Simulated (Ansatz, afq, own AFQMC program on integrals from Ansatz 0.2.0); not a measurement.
# Atomization energy of BNH2, triplet

```xyz
4

B     0.0000    0.0000    0.8588
N     0.0000    0.0000   -0.5086
H     0.0000   -0.8409   -1.0720
H     0.0000    0.8409   -1.0720
```

Connectivity, by distances: B–NH2.

Atoms in their ground-state spins without spin–orbit coupling (mostly on UHF) minus the molecule (UHF), without zero-point energy. The geometry is a stationary point, not shown to be a minimum.

Basis cc-pVDZ. Only valence electrons are correlated. Integrals, coupled cluster, full CI and functionals: Ansatz 0.2.0; the random walks run on the same integrals in our own AFQMC program. The CISD trial takes its coefficients from CCSD amplitudes. Released means that phaseless walkers are propagated on without the constraint, phases kept. ± is one standard error of the sampling. The errors of all members are added in quadrature.

No full CI on the walks' own integrals is used here; CCSDT(Q) serves as the reference and is uncertain by about the last step of the cluster series. Each member takes its own surest rung, up to full CI.

The best estimate is CCSD(T) at the basis-set limit (CBS: def2-TZVPP and def2-QZVPP, with their diffuse functions for anions and beside diffuse sets, CCSD(T) itself extrapolated) plus the step from CCSD(T) to CCSDT(Q) in cc-pVDZ. Rows without CBS are in cc-pVDZ, the functionals in def2-TZVP; B2PLYP and the wave-function rows carry a basis error of their own. Core correlation and relativity beyond core potentials are missing, and ± holds the sampling alone.

Cautions: BNH₂ (triplet): another spin lies lower.

(1) Estimate: order these levels by their error in the atomization energy against the best estimate, smallest first.
A. HF/CBS
B. PBE0
C. HF
D. wB97M-V

Results:

(1) D (1.2 kcal/mol), B (7.8 kcal/mol), A (77.2 kcal/mol), C (85.2 kcal/mol).

Best estimates are given only where the step beyond CCSD(T) is under 0.3 eV and no member's determinant is very poor (T1 over 0.05, or 0.07 for open shells, ⟨S²⟩ too high by 0.3, two states mixed), so the hardest cases are missing from such tables.

The functionals ran in a triple-zeta set and keep a basis error of their own, a few kJ/mol for each bond in atomization energies and more for double hybrids, so close places among them and the extrapolated levels can swap.

Each member of a difference takes its own highest rung, so a best estimate needn't equal the limit plus the step of one row. A walk keeps the symmetry of its determinant, which the program's search chose and which needn't be the lowest solution, so a lower state of the same spin and another symmetry isn't excluded.
